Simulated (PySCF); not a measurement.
PySCF input (MN15/def2-TZVPD):

```python
from pyscf import gto, scf, dft

mol = gto.M(
    atom='''
    F    -0.00000000   -0.00000000   -1.07291806
    Cl    0.00000000    0.00000000    0.56801544
    ''',
    basis='def2-tzvpd',
    charge=0,
    spin=0,
    verbose=4,
)

mf = dft.RKS(mol, xc='mn15').density_fit(auxbasis='def2-universal-jkfit')
mf.grids.level = 4
mf.conv_tol = 1e-9
mf.max_cycle = 100
mf.max_memory = 1500
mf.kernel()
if not mf.converged:
    mf = mf.newton()
    mf.kernel(mf.make_rdm1())
mf.analyze()
```

End of the output:

```
Extra cycle  E= -559.841958717399  delta_E= -1.14e-13  |g|= 5.82e-06  |ddm|= 6.92e-06
converged SCF energy = -559.841958717399
**** SCF Summaries ****
Total Energy =                        -559.841958717399393
Nuclear Repulsion Energy =              49.340276903823352
One-electron Energy =                 -872.652663584268566
Two-electron Energy =                  263.470427963045836
Two-electron Coulomb Energy =          301.972666132816357
DFT Exchange-Correlation Energy =      -38.502238169770550
HOMO-LUMO gap [eV] =                     8.091441842376300
**** MO energy ****
MO #1   energy= -100.436714608212  occ= 2
MO #2   energy= -24.3382922412147  occ= 2
MO #3   energy= -9.25315723688227  occ= 2
MO #4   energy= -7.28521630284741  occ= 2
MO #5   energy= -7.25652972770096  occ= 2
MO #6   energy= -7.25652972770095  occ= 2
MO #7   energy= -1.2758358052774   occ= 2
MO #8   energy= -0.870039525253141 occ= 2
MO #9   energy= -0.579132470371315 occ= 2
MO #10  energy= -0.546654154749679 occ= 2
MO #11  energy= -0.546654154749637 occ= 2
MO #12  energy= -0.384202713600351 occ= 2
MO #13  energy= -0.384202713600333 occ= 2
MO #14  energy= -0.086847707999766 occ= 0
MO #15  energy= 0.0849980747348995 occ= 0
MO #16  energy= 0.0923435671485708 occ= 0
MO #17  energy= 0.0930393259595056 occ= 0
MO #18  energy= 0.093039325959534  occ= 0
MO #19  energy= 0.16594613620502   occ= 0
MO #20  energy= 0.187268339471337  occ= 0
MO #21  energy= 0.187268339471346  occ= 0
MO #22  energy= 0.207755474354263  occ= 0
MO #23  energy= 0.20775557432548   occ= 0
MO #24  energy= 0.272994646973057  occ= 0
MO #25  energy= 0.272994646973082  occ= 0
MO #26  energy= 0.310280223998254  occ= 0
MO #27  energy= 0.333045513232027  occ= 0
MO #28  energy= 0.480909324976415  occ= 0
MO #29  energy= 0.480909324976506  occ= 0
MO #30  energy= 0.506015772686444  occ= 0
MO #31  energy= 0.568463829507337  occ= 0
MO #32  energy= 0.568463843779336  occ= 0
MO #33  energy= 0.573459072147422  occ= 0
MO #34  energy= 0.57345907214746   occ= 0
MO #35  energy= 0.607142041198991  occ= 0
MO #36  energy= 0.607142462454357  occ= 0
MO #37  energy= 0.665218884213036  occ= 0
MO #38  energy= 0.704538680797147  occ= 0
MO #39  energy= 0.704538680797162  occ= 0
MO #40  energy= 0.755389437999924  occ= 0
MO #41  energy= 0.929664315123899  occ= 0
MO #42  energy= 0.929664315123974  occ= 0
MO #43  energy= 0.963069439514516  occ= 0
MO #44  energy= 1.0641462001518    occ= 0
MO #45  energy= 1.32548706164969   occ= 0
MO #46  energy= 1.8448678073092    occ= 0
MO #47  energy= 1.85313489272141   occ= 0
MO #48  energy= 1.8531349422008    occ= 0
MO #49  energy= 1.88036325317909   occ= 0
MO #50  energy= 1.8803632531791    occ= 0
MO #51  energy= 1.95643590391393   occ= 0
MO #52  energy= 1.95643590391396   occ= 0
MO #53  energy= 2.03387352316578   occ= 0
MO #54  energy= 2.03387374290561   occ= 0
MO #55  energy= 2.04055178365561   occ= 0
MO #56  energy= 2.04055178365562   occ= 0
MO #57  energy= 2.20935862181876   occ= 0
MO #58  energy= 2.20935862181878   occ= 0
MO #59  energy= 2.26125170226513   occ= 0
MO #60  energy= 2.26523304810302   occ= 0
MO #61  energy= 2.26523751903143   occ= 0
MO #62  energy= 2.40944987946145   occ= 0
MO #63  energy= 2.64829591302415   occ= 0
MO #64  energy= 2.64829591302421   occ= 0
MO #65  energy= 3.14230979599147   occ= 0
MO #66  energy= 3.31189121597914   occ= 0
MO #67  energy= 3.31189121597925   occ= 0
MO #68  energy= 3.88260854986893   occ= 0
MO #69  energy= 4.32592968382784   occ= 0
MO #70  energy= 6.70670943871901   occ= 0
MO #71  energy= 6.70670980732902   occ= 0
MO #72  energy= 6.73491390547506   occ= 0
MO #73  energy= 6.73491390547511   occ= 0
MO #74  energy= 6.82680591296094   occ= 0
MO #75  energy= 6.826805912961     occ= 0
MO #76  energy= 6.93264621401822   occ= 0
MO #77  energy= 8.23967485282631   occ= 0
MO #78  energy= 8.2397147755337    occ= 0
MO #79  energy= 8.32317195381705   occ= 0
MO #80  energy= 8.32317195381709   occ= 0
MO #81  energy= 8.73230430037439   occ= 0
MO #82  energy= 10.2676492306417   occ= 0
MO #83  energy= 10.2676492306418   occ= 0
MO #84  energy= 10.692225135896    occ= 0
MO #85  energy= 24.2787430634883   occ= 0
MO #86  energy= 54.7100473763484   occ= 0
 ** Mulliken pop on meta-lowdin orthogonal AOs  **
 ** Mulliken pop  **
pop of  0 F 1s            1.99987
pop of  0 F 2s            1.91490
pop of  0 F 3s            0.00391
pop of  0 F 4s            0.00154
pop of  0 F 5s            0.00064
pop of  0 F 6s            0.00023
pop of  0 F 2px           1.98633
pop of  0 F 2py           1.98633
pop of  0 F 2pz           1.38459
pop of  0 F 3px           0.00172
pop of  0 F 3py           0.00172
pop of  0 F 3pz           0.00123
pop of  0 F 4px           0.00049
pop of  0 F 4py           0.00049
pop of  0 F 4pz           0.00078
pop of  0 F 5px           0.00114
pop of  0 F 5py           0.00114
pop of  0 F 5pz           0.00023
pop of  0 F 3dxy          0.00000
pop of  0 F 3dyz          0.00194
pop of  0 F 3dz^2         0.00508
pop of  0 F 3dxz          0.00194
pop of  0 F 3dx2-y2       0.00000
pop of  0 F 4dxy          0.00000
pop of  0 F 4dyz          0.00042
pop of  0 F 4dz^2         0.00136
pop of  0 F 4dxz          0.00042
pop of  0 F 4dx2-y2       0.00000
pop of  0 F 5dxy          0.00000
pop of  0 F 5dyz          0.00002
pop of  0 F 5dz^2         0.00011
pop of  0 F 5dxz          0.00002
pop of  0 F 5dx2-y2       0.00000
pop of  0 F 4f-3          0.00000
pop of  0 F 4f-2          0.00000
pop of  0 F 4f-1          0.00011
pop of  0 F 4f+0          0.00031
pop of  0 F 4f+1          0.00011
pop of  0 F 4f+2          0.00000
pop of  0 F 4f+3          0.00000
pop of  1 Cl 1s           1.99995
pop of  1 Cl 2s           1.99871
pop of  1 Cl 3s           1.91839
pop of  1 Cl 4s           0.00540
pop of  1 Cl 5s           0.00071
pop of  1 Cl 6s           0.00025
pop of  1 Cl 2px          1.99986
pop of  1 Cl 2py          1.99986
pop of  1 Cl 2pz          1.99978
pop of  1 Cl 3px          1.99460
pop of  1 Cl 3py          1.99460
pop of  1 Cl 3pz          0.73735
pop of  1 Cl 4px          0.00369
pop of  1 Cl 4py          0.00369
pop of  1 Cl 4pz          0.01019
pop of  1 Cl 5px          0.00010
pop of  1 Cl 5py          0.00010
pop of  1 Cl 5pz          0.00070
pop of  1 Cl 6px          0.00028
pop of  1 Cl 6py          0.00028
pop of  1 Cl 6pz          0.00008
pop of  1 Cl 7px          0.00008
pop of  1 Cl 7py          0.00008
pop of  1 Cl 7pz          0.00013
pop of  1 Cl 3dxy         0.00000
pop of  1 Cl 3dyz         0.00798
pop of  1 Cl 3dz^2        0.01217
pop of  1 Cl 3dxz         0.00798
pop of  1 Cl 3dx2-y2      0.00000
pop of  1 Cl 4dxy         0.00000
pop of  1 Cl 4dyz         0.00019
pop of  1 Cl 4dz^2        0.00030
pop of  1 Cl 4dxz         0.00019
pop of  1 Cl 4dx2-y2      0.00000
pop of  1 Cl 5dxy         0.00000
pop of  1 Cl 5dyz         0.00023
pop of  1 Cl 5dz^2        0.00019
pop of  1 Cl 5dxz         0.00023
pop of  1 Cl 5dx2-y2      0.00000
pop of  1 Cl 4f-3         0.00000
pop of  1 Cl 4f-2         0.00000
pop of  1 Cl 4f-1         0.00082
pop of  1 Cl 4f+0         0.00093
pop of  1 Cl 4f+1         0.00082
pop of  1 Cl 4f+2         0.00000
pop of  1 Cl 4f+3         0.00000
 ** Mulliken atomic charges  **
charge of    0F =     -0.29911
charge of    1Cl =      0.29911
Dipole moment(X, Y, Z, Debye): -0.00000,  0.00000,  0.95281
```
